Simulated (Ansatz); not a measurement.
Two isomers of C5H6: A = `C=C=C1CC1`, B = `C#CC(=C)C`.

Isolated molecules relaxed with PBE0-D4/def2-TZVP in Ansatz; ΔE leaves out vibrations. CCSD(T)/CBS is the MP2 limit (def2-TZVPP, def2-QZVPP) plus CCSD(T) − MP2 in def2-TZVPP, frozen cores. DFT in def2-TZVPP. B3LYP here is the variant with VWN-RPA as its local correlation; programs differ in this.

A:

```xyz
11

C    -1.2535   -2.0578   -0.4536
C    -0.5873   -0.9638   -0.2120
C     0.0685    0.1128    0.0254
C     0.0881    1.4850    0.5469
C     1.3355    0.8520   -0.0317
H    -1.7672   -2.2076   -1.3979
H    -1.3157   -2.8535    0.2818
H     0.0368    1.6202    1.6222
H    -0.4087    2.2557   -0.0332
H     1.6790    1.1962   -1.0018
H     2.1245    0.5608    0.6538
```

B:

```xyz
11

C    -1.416    0.178   -1.992
C    -0.677    0.201   -1.043
C     0.179    0.175    0.097
C     0.995    1.197    0.361
C     0.098   -1.053    0.955
H    -2.065    0.171   -2.835
H     1.646    1.176    1.228
H     1.031    2.070   -0.278
H     0.340   -1.945    0.373
H    -0.917   -1.186    1.339
H     0.787   -0.983    1.797
```

(1) Which is lower in electronic energy at CCSD(T)/CBS, and by how much? (Best estimate.)

(2) Give E(B) − E(A) in kJ/mol with CCSD/def2-TZVPP, B3LYP, r2SCAN-D4, PBE-D4, B3LYP-D4, LDA (SPW92), CCSD(T)/def2-SVP. (Estimate.)

(3) Does the order hold for the free energy at 298.15 K (harmonic terms from PBE0-D4)? (Estimate.)

Largest T1 diagnostic: 0.011.

Results:

(1) The calculation gave: B, by 77.5 kJ/mol.

(2) The calculation gave: CCSD/def2-TZVPP -76.4, B3LYP -61.1, r2SCAN-D4 -47.2, PBE-D4 -39.7, B3LYP-D4 -63.5, LDA (SPW92) -24.4, CCSD(T)/def2-SVP -71.3. None reverses the order clearly.

(3) Ansatz gave: Yes: G(B) − G(A) = -82.1 kJ/mol.

Leaving LDA and LC-ωPBE aside and taking each functional with its dispersion term where it has one, the values, not all of them listed here, spread over 32.2 kJ/mol, from B2PLYP to PBE-D4. LDA lies +13.8 kJ/mol from PBE without D4. At CCSD(T), def2-SVP lies +6.2 kJ/mol from the extrapolated value and def2-TZVPP +0.8 kJ/mol.
